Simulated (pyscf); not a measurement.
Optimised with ωB97X-D3(BJ)/def2-SVP in PySCF.

For the elementary gas-phase step H₃C–AlH₂ (SMILES [CH3][AlH2]) + HO–SiH₃ (SMILES O[SiH3]) → H₃C–AlH–OH (SMILES [CH3][AlH][OH]) + SiH₄ (SMILES [SiH4]) (singlet surface; Al–H, O–Si broken, Al–O, H–Si formed), what barrier and reaction energy does ωB97M-D3(BJ)/def2-TZVP give, measured from the separated reactants?

ΔE‡ = -0.45 eV, ΔE = -0.66 eV. Zero-point energy shifts the barrier by +0.12 eV. It is a four-centre exchange, with an imaginary mode of 299i cm⁻¹. On the reactant side the descent ends in an adduct with a Al–O contact, 0.97 eV under the separated species and 0.38 eV under the saddle at ωB97X-D3(BJ)/def2-TZVP. On the product side the descent ends in a complex, 0.25 eV under the separated species and 0.32 eV under the saddle at ωB97X-D3(BJ)/def2-TZVP. At ωB97M-D3(BJ) the saddle lies under the separated reactants, which points to a path from their complex (located at ωB97X-D3(BJ) alone). What is counted as formed (Al–O) is already present as a longer contact in the reactant adduct; forming that adduct is a step of its own. At the saddle there is also a short Al–Si contact that neither side keeps. At ωB97X-D3(BJ)/def2-TZVP the barrier from the zero used here is -0.59 eV. One saddle was located; it need not be the lowest between these sides.
